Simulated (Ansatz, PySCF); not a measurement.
The pair A = CH4O (SMILES CO) (first 6 atoms), B = CH5N (SMILES CN); geometry from S66by8 set.
(charge 0, multiplicity 1):
```xyz
13

O     -1.4985     0.7153    -0.0029
H     -0.5259     0.7412    -0.0079
C     -1.8682    -0.6444    -0.0077
H     -2.9545    -0.6937    -0.0034
H     -1.5150    -1.1751    -0.8970
H     -1.5077    -1.1833     0.8738
N      1.4403     0.6314    -0.0127
H      1.8110     1.1392     0.7804
H      1.8111     1.0957    -0.8320
C      1.9181    -0.7547     0.0248
H      1.5262    -1.2887    -0.8374
H      3.0048    -0.8614     0.0278
H      1.5260    -1.2414     0.9144
```

Rows in 6-31G* carry no dispersion term and start afresh at each structure (6-31G* with six Cartesian d functions).

Run with Ansatz (a program for electronic structure) with Gaussian orbitals; PySCF for 6-31G* rows. 

Total energies (hartree), monomers frozen at their geometry in the pair:

| structure | HF/6-31G* | HF/aug-cc-pVDZ | B3LYP/def2-TZVPPD |
|---|---|---|---|
| AB | -210.2542803 | -210.2992271 | -211.6955085 |
| A in the pair's basis | -115.0349391 | -115.0610395 | -115.7800789 |
| B in the pair's basis | -95.2104616 | -95.2311935 | -95.9056870 |
| A | -115.0342846 | -115.0607830 | -115.7800220 |
| B | -95.2094757 | -95.2306806 | -95.9055531 |

Work out the interaction energy without and with the counterpoise correction, and the superposition error, for each level.


E(AB) − E(A) − E(B), times 627.509 kcal/mol, with the monomers in their own basis and then in the pair's basis:
- HF/6-31G*: -6.60 uncorrected, -5.57 corrected; the monomers gain 1.03 kcal/mol from borrowed functions
- HF/aug-cc-pVDZ: -4.87 uncorrected, -4.39 corrected; the monomers gain 0.48 kcal/mol from borrowed functions
- B3LYP/def2-TZVPPD: -6.23 uncorrected, -6.11 corrected; the monomers gain 0.12 kcal/mol from borrowed functions
